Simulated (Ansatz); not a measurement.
Energy needed to pull apart CH3BF (SMILES B[CH]F), doublet, into free ground-state atoms, from the structure below (displaced at random from a GFN2-xTB minimum); no zero-point or spin–orbit terms; open-shell atoms are treated unrestricted, in their ground-state multiplicity.

```xyz
6
angstrom
B -0.4598 -0.0284 -0.6265
C 0.4165 -0.0533 0.5758
F 0.8510 1.0493 1.1597
H -0.8325 -1.0496 -1.0567
H -0.7406 0.9757 -1.1186
H 0.7917 -0.9398 1.1069
```

Computed with Ansatz 0.2.0 (basis: def2-TZVPP); correlated methods freeze the cores; orbitals are unrestricted. B3LYP uses VWN-RPA correlation.

| method | atomization energy (kcal/mol) |
| --- | --- |
| PBE-D4 | 518.1 |
| r2SCAN-D4 | ? |
| PBE0-D4 | 507.6 |
| B3LYP-D4 | ? |
| LC-wPBE | 507.1 |
| wB97M-V | 505.8 |
| HF | 382.6 |
| MP2 | 496.6 |
| CCSD | 481.1 |
| CCSD(T) | 487.2 |

Q: What does B3LYP-D4 give? (To be estimated.)

A: The calculation gives: 507.0 kcal/mol, which is about 19.9 kcal/mol more than CCSD(T)/def2-TZVPP.

Q: What does r2SCAN-D4 give? (An estimate is asked for; the value comes from the calculation.)

A: By the calculation: 509.9 kcal/mol, which is about 22.7 kcal/mol more than CCSD(T)/def2-TZVPP.

In triple zeta the MP2 and coupled-cluster atomization energies are still short of their basis limit by a few kcal/mol a bond, whereas those of the functionals are nearly converged, so these differences are not deviations from converged CCSD(T).

The T1 diagnostic stays at or below 0.018. ⟨S²⟩ of the unrestricted Hartree–Fock references: 0.76 (a pure state has 0.75).

For scale, one of the runs: CCSD(T)/def2-TZVPP forces, 135 basis functions (an equivalent command: `ansatz run in.yaml --threads 4`). Time: 120 s of wall clock on 4 CPU threads; the host was shared. Peak host memory: 3.2 GiB.
